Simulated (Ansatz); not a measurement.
`BO[SiH3]` + silanol → disiloxane + `BO`  (ligand exchange at the Si–O bond)

Program: Ansatz. Geometries: PBE0-D4/def2-TZVP. ΔE: electronic, gas phase. CCSD(T)/CBS adds triple-zeta CCSD(T) − MP2 to the extrapolated MP2 energy (def2 sets, frozen cores). This one scheme is used for every species. Functionals use def2-TZVPP. B3LYP here is the variant with VWN-RPA as its local correlation; programs differ in this. HSE06 is defined as in plane-wave codes.

```json
{"level": "PBE-D4", "ΔE (kJ/mol)": "-23.2", "difference from CCSD(T)/CBS": "0.2"}
{"level": "revPBE-D4", "ΔE (kJ/mol)": "-23.5", "difference from CCSD(T)/CBS": "-0.1"}
{"level": "r2SCAN-D4", "ΔE (kJ/mol)": "-23.8", "difference from CCSD(T)/CBS": "-0.4"}
{"level": "PBE0-D4", "ΔE (kJ/mol)": "-24.2", "difference from CCSD(T)/CBS": "-0.8"}
{"level": "B3LYP-D4", "ΔE (kJ/mol)": "-25.0", "difference from CCSD(T)/CBS": "-1.6"}
{"level": "HSE06-D4", "ΔE (kJ/mol)": "-24.2", "difference from CCSD(T)/CBS": "-0.8"}
{"level": "BHLYP-D4", "ΔE (kJ/mol)": "-26.4", "difference from CCSD(T)/CBS": "-3.0"}
{"level": "CAM-B3LYP-D4", "ΔE (kJ/mol)": "-25.0", "difference from CCSD(T)/CBS": "-1.6"}
{"level": "B2PLYP", "ΔE (kJ/mol)": "-23.5", "difference from CCSD(T)/CBS": "-0.1"}
{"level": "PBE0", "ΔE (kJ/mol)": "-23.0", "difference from CCSD(T)/CBS": "0.4"}
{"level": "B3LYP", "ΔE (kJ/mol)": "-23.1", "difference from CCSD(T)/CBS": "0.3"}
{"level": "r2SCAN0", "ΔE (kJ/mol)": "-23.8", "difference from CCSD(T)/CBS": "-0.4"}
{"level": "HSE06", "ΔE (kJ/mol)": "-23.0", "difference from CCSD(T)/CBS": "0.4"}
{"level": "BHLYP", "ΔE (kJ/mol)": "-24.1", "difference from CCSD(T)/CBS": "-0.7"}
{"level": "SCS-MP2/def2-TZVPP", "ΔE (kJ/mol)": "-24.1", "difference from CCSD(T)/CBS": "-0.7"}
{"level": "CCSD/def2-TZVPP", "ΔE (kJ/mol)": "-24.3", "difference from CCSD(T)/CBS": "-0.9"}
{"level": "CCSD(T)/CBS", "ΔE (kJ/mol)": "-23.4", "difference from CCSD(T)/CBS": "0"}
```

Largest T1 diagnostic among the species: 0.014.

At CCSD(T), def2-SVP lies −7.9 kJ/mol from the extrapolated value and def2-TZVPP −0.6 kJ/mol. Leaving LDA and LC-ωPBE aside and taking each functional with its dispersion term where it has one, the values spread over 3.2 kJ/mol, from BHLYP-D4 to PBE-D4.
